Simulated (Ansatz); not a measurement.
# A barrier at the coupled-cluster level

Start structure (CH₇OSi, doublet), relaxed at PBE0-D4/def2-TZVP:

```
atom    x (Å)    y (Å)    z (Å)
  H1   0.5938   0.4964  -1.4869
  C2   0.4473  -0.5458  -1.1791
  O3  -0.4122  -0.6396  -0.0677
 Si4  -0.0618   0.0565   1.3777
  H5  -2.0999   1.9210  -1.1150
  H6  -0.0059  -1.0903  -2.0091
  H7   1.4280  -0.9881  -0.9679
  H8   0.1085   1.5299   1.2313
  H9   1.2023  -0.4965   1.9413
 H10  -1.2002  -0.2435   2.2754
```

The step: CH₆OSi ([CH3][O][SiH3]) + H → CH₅OSi ([CH2][O][SiH3]) + H₂; bonds formed: H1–H5; bonds broken: H1–C2. Ansatz 0.2.0; basis: def2-TZVPP and def2-QZVPP; cores frozen in the correlated methods; orbitals are unrestricted. Extrapolation: Hartree–Fock as exp(−7.88 √X), correlation as X^−2.97. Energies below are by CCSD(T) at an estimated basis limit (MP2 extrapolated from triple and quadruple zeta, plus CCSD(T) − MP2 in triple zeta).

(1) What are the electronic barrier and the energy of the step, from the start structure to the end structure? (Judge from chemistry; the value comes from the calculation.)

The T1 diagnostic stays at or below 0.016. ⟨S²⟩ of the unrestricted Hartree–Fock references: 0.75 to 0.79 (a pure state has 0.75).

Answers

(1) The calculation gives: Barrier 43.8 kJ/mol; step energy -22.5 kJ/mol (downhill); reverse barrier, their difference, 66.3 kJ/mol. Barrier and step energy count from the start structure, the reverse barrier from the end structure.

The saddle point: One imaginary mode of 1235i cm⁻¹.
```
 pair  start (Å)  saddle (Å)  end (Å)
H1–H5       3.07        0.97     0.75
H1–C2       1.10        1.32     2.87
```

Zero-point energy (harmonic, PBE0-D4): ZPE is 177.4 kJ/mol at the start and 169.6 kJ/mol at the saddle, so the barrier goes from 43.8 to 36.0 kJ/mol.

Radical steps of this kind take place in plasma deposition and etching.

Labels in which every atom is bracketed show which atoms are joined, not bond orders.

For scale, one of the runs: CCSD(T)/def2-TZVPP, 202 basis functions, launched by `ansatz run in.yaml --threads 4 --pin off --events-out ev --progress --plain --max-ram 9574MiB`. Time: 2.2 min of wall clock on 4 CPU threads of an Arm Neoverse V1; the host was shared. Peak host memory: 6.5 GiB.
